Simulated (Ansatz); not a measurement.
Band gap of tetradymite Bi₂Te₃ at several levels of theory

No measured value is used here.

| level (code) | value (eV) | cell (Å³/atom) |
|---|---|---|
| LDA+SOC (Ansatz) | ? | 33.87 |
| PBE (Ansatz) | 0.29 | 33.87 |
| PBE-D3(BJ) (Ansatz) | 0.26 | 33.66 |
| PBE-D4 (Ansatz) | 0.26 | 33.64 |
| r²SCAN (Ansatz) | ? | 33.87 |
| r²SCAN+SOC (Ansatz) | 0.13 | 33.87 |
| PBE0 (Ansatz) | 1.13 | 33.87 |
| G0W0@PBEsol (Ansatz) | 0.57 | 33.87 |

Q: Some entries are withheld; supply them.

A: 
- LDA+SOC (Ansatz, an electronic-structure program), value (eV): 0.05 (indirect)
- r²SCAN (Ansatz), value (eV): 0.52

Computed values are for a static lattice. Levels without +SOC have no spin–orbit coupling; where heavier elements are present it shifts gaps, mostly down, and can invert bands.  PBE-D3(BJ), PBE-D4: the gap is read on the k mesh or supercell of the run alone and can be too large. G0W0@PBEsol: filled d or f shells below the valence bands can shift G0W0 gaps through exchange with them, which wasn't tested here. G0W0@PBEsol: a quasiparticle level at a band edge is in doubt. Values are at the measured cell; PBE-D3(BJ) at the level's own equilibrium cell; PBE-D4 at the level's own equilibrium cell. Cutoffs and k meshes differ between the levels. Ansatz's density-functional and Hartree–Fock values are scalar-relativistic unless marked +SOC, with PAW data made under PBE.
